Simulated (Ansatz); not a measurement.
Barrier C2H5 (SMILES [CH2]C) via C2H5, on the benchmark's geometries as Psi4's copy gives them; open shells unrestricted, no zero-point energy, no spin–orbit coupling.
Transition structure (charge 0, multiplicity 2):
```xyz
7

C     -0.5679     0.0001    -0.2190
C      0.7511     0.0000     0.0419
H     -1.4939    -0.0005     1.5318
H     -1.1017     0.9207    -0.4086
H     -1.1020    -0.9202    -0.4091
H      1.2991    -0.9223     0.1738
H      1.2989     0.9223     0.1744
```

Run with Ansatz (a first-principles code). Values without a source in brackets are computed.

The barrier height (kcal/mol) and the share of exact exchange:

```
functional          exact exchange (%)  value
------------------  ------------------  -----
PBE/def2-TZVPPD                      0  40.27
PBE0/def2-TZVPPD                    25  44.19
BLYP/def2-TZVPPD                     0  38.21
B3LYP/def2-TZVPPD                   20  41.83
BHLYP/def2-TZVPPD                   50  45.50
r2SCAN/def2-TZVPPD                   0  42.91
```

**Question.** Take the value as linear in the share of exact exchange along PBE and PBE0. Give the slope, say whether the sign turns, and set the other functionals against that line.

**Answer.** 
Slope: (44.19 − (40.27))/2.5 = 1.57 kcal/mol for each 10 %. The line keeps its sign from 0 to 100 %. At 50 % it gives 48.1 kcal/mol. The LYP pair gives (45.50 − (38.21))/5 = 1.46 for each 10 %. BHLYP, at 50 %, lies -2.6 from the PBE line. B3LYP, at 20 %, lies -1.6 from the PBE line. r2SCAN, with none, stands 2.6 from PBE.
